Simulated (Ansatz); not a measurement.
**C axis length of B (model structure, started from the graphite type, P6₃/mmc, No. 194, 4 atoms in the cell) at several levels of theory**

No measured value is used here.

| level (code) | value (Å) |
|---|---|
| PBE (Ansatz) | ? |
| PBEsol (Ansatz) | 3.966 |
| PBE-D3(BJ) (Ansatz) | 3.970 |

Fill in the missing entries.


- PBE (Ansatz, an electronic-structure program), value (Å): 4.044

Ansatz's density-functional and Hartree–Fock values are scalar-relativistic unless marked +SOC, with PAW data made under PBE.

A model structure was made by putting elements into a prototype or built by hand; it is no filed structure, need not be a known phase, and can be a saddle point held by its symmetry.
